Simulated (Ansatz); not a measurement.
Process, species as SMILES: O (H2O) + H+ → [OH3+]
B3LYP-D3(BJ)/def2-TZVP geometries, fixed; electronic energies without zero-point terms; positive where energy is released.

Effect of a fitting basis named in the input at MP2/aug-cc-pVQZ with Ansatz (a program for electronic structure), against the last row, where the proton affinity is 170.14 kcal/mol. Cores are frozen. The default fits or decomposes integrals by the program's own choice; accuracy: high also tightens integrals, grids and stops.

| setting | largest shift of a total energy (mEh) | shift of the proton affinity (kcal/mol) |
|---|---|---|
| fitting: def2-universal-jkfit and def2-SVP-RIFIT | -1.101 | -0.388 |
| fitting: def2-universal-jkfit and cc-pVDZ-RIFIT | -0.535 | -0.339 |
| fitting: def2-universal-jkfit and cc-pVTZ-RIFIT | -0.374 | -0.099 |
| fitting: def2-universal-jkfit and aug-cc-pVTZ-RIFIT | -0.256 | -0.063 |
| fitting: def2-universal-jkfit and cc-pVQZ-RIFIT | 0.076 | -0.006 |
| fitting: def2-universal-jkfit and aug-cc-pVQZ-RIFIT | 0.082 | 0.006 |
| accuracy: high | 0.000 | 0.000 |
| accuracy: medium (default) | 0.000 | 0.000 |

Within 0.05 kcal/mol in the proton affinity: fitting: def2-universal-jkfit and cc-pVQZ-RIFIT; fitting: def2-universal-jkfit and aug-cc-pVQZ-RIFIT; accuracy: high. The largest shift is 1.101 mEh in a total energy and 0.388 kcal/mol in the difference.
